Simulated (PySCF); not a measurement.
**Electric field gradients and quadrupole coupling constants**

C4H8N (charge +1).
Structure used (GFN2-xTB), in Å, numbered top down from 1:
```
atom  x, y, z in Å
C1     2.438    0.901    0.292
C2     1.191    0.267    0.378
N3     0.177   -0.268    0.469
C4    -1.081   -0.852    0.494
C5    -1.974   -0.266   -0.597
H6     2.909    0.936    1.278
H7     3.091    0.354   -0.393
H8     2.313    1.922   -0.076
H9    -0.947   -1.929    0.353
H10   -1.508   -0.673    1.486
H11   -1.555   -0.445   -1.583
H12   -2.946   -0.749   -0.544
H13   -2.113    0.802   -0.456
```

Field gradients from the PBE0/pcSseg-1 density (PySCF, non-relativistic), principal values in atomic units, ordered |Vxx| ≤ |Vyy| ≤ |Vzz|:

| atom | Vxx | Vyy | Vzz |
| --- | --- | --- | --- |
| N3 | -0.0062 | -0.0125 | 0.0186 |

**Question.** Find the asymmetry η = (Vxx − Vyy)/Vzz and the couplings χ = eQV/h (234.96 MHz × Q in barn × V in au), with Q(14N) = 0.02044 b.

**Answer.** 
```json
{"atom": "N3", "environment": "nitrogen bonded to 2 C", "nucleus": "14N", "η": "0.34", "χzz (MHz)": "0.090", "χxx (MHz)": "-0.030", "χyy (MHz)": "-0.060"}
```

**Question.** What is Vzz at N3 in SI units (1 au = 9.71736 × 10²¹ V/m²)?

**Answer.** 0.0186 au = 0.181 × 10²¹ V/m².

**Question.** What couplings would deuterons (Q(2H) = 0.00286 b) have in place of the hydrogens, at this geometry?

**Answer.** 
| atom | bonded to | bond length (Å) | Vzz (au) | η | χzz (kHz) |
| --- | --- | --- | --- | --- | --- |
| H6 | C1 | 1.093 | 0.2908 | 0.06 | 195 |
| H7 | C1 | 1.093 | 0.2910 | 0.06 | 196 |
| H8 | C1 | 1.093 | 0.2908 | 0.06 | 195 |
| H9 | C4 | 1.095 | 0.2820 | 0.09 | 189 |
| H10 | C4 | 1.095 | 0.2820 | 0.09 | 189 |
| H11 | C5 | 1.087 | 0.3077 | 0.05 | 207 |
| H12 | C5 | 1.086 | 0.3089 | 0.05 | 208 |
| H13 | C5 | 1.087 | 0.3077 | 0.05 | 207 |

Isolated species at its GFN2-xTB geometry, gas phase. GFN2-xTB frequencies show an imaginary mode (33i cm⁻¹), so this geometry is no minimum at that level. GFN2-xTB bond lengths can be off by several hundredths of an ångström, more for odd bonds, and the gradients follow them. The small basis limits the accuracy of the gradients.
